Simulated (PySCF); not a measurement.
## OH⁻: one state, many levels of theory

State: ¹Σ⁺ (singlet), closed shell. Set-up: basis H aug-pcseg-1, O aug-pcseg-1; no relativity; PySCF 2.14. De refers to H + O⁻ in their high-spin ground configurations, without counterpoise correction. A positive dipole points towards O; it is taken about the centre of mass and depends on that origin.

```json
{"Level": "RHF-MP2", "Re (Å)": "0.972", "ωe (cm⁻¹)": "3793", "De (eV)": "5.01", "μ (D)": "n/a"}
{"Level": "RHF-SCS-MP2", "Re (Å)": "0.972", "ωe (cm⁻¹)": "3775", "De (eV)": "n/a", "μ (D)": "n/a"}
{"Level": "RHF-CCSD", "Re (Å)": "0.970", "ωe (cm⁻¹)": "3758", "De (eV)": "n/a", "μ (D)": "n/a"}
{"Level": "RHF-CCSD(T)", "Re (Å)": "0.973", "ωe (cm⁻¹)": "3715", "De (eV)": "n/a", "μ (D)": "n/a"}
{"Level": "PBE", "Re (Å)": "0.978", "ωe (cm⁻¹)": "3642", "De (eV)": "4.92", "μ (D)": "-1.03"}
{"Level": "revPBE", "Re (Å)": "0.979", "ωe (cm⁻¹)": "3628", "De (eV)": "4.78", "μ (D)": "-1.02"}
{"Level": "r²SCAN", "Re (Å)": "0.969", "ωe (cm⁻¹)": "3748", "De (eV)": "4.81", "μ (D)": "-1.09"}
{"Level": "M06-L", "Re (Å)": "0.964", "ωe (cm⁻¹)": "3816", "De (eV)": "4.71", "μ (D)": "-1.05"}
{"Level": "B3LYP", "Re (Å)": "0.969", "ωe (cm⁻¹)": "3741", "De (eV)": "4.81", "μ (D)": "-1.10"}
{"Level": "PBE0", "Re (Å)": "0.966", "ωe (cm⁻¹)": "3810", "De (eV)": "4.77", "μ (D)": "-1.11"}
```

The bond length runs from 0.964 Å (M06-L) to 0.979 Å (revPBE). De spans 4.71 eV (M06-L, meta-GGA) to 5.01 eV (RHF-MP2, perturbation theory).

Correlated steps freeze 1 core orbital. Correlated levels converge slowly with the basis: in double zeta they bind strong bonds too weakly, by up to about 1 eV, and carry superposition errors of some tenths. For an ion De counts to the pair picked by the measured ionisation energies or electron affinities, which need not be the lowest pair at this level. Where the molecule has an RHF reference, its open-shell atoms are computed with UHF. The highest Kohn–Sham level is positive in this anion. Much of that is self-interaction error, but it also means that the finite basis helps to hold the extra electron. The CCSD T1 diagnostic is raised, a sign that a single reference may not be enough here.
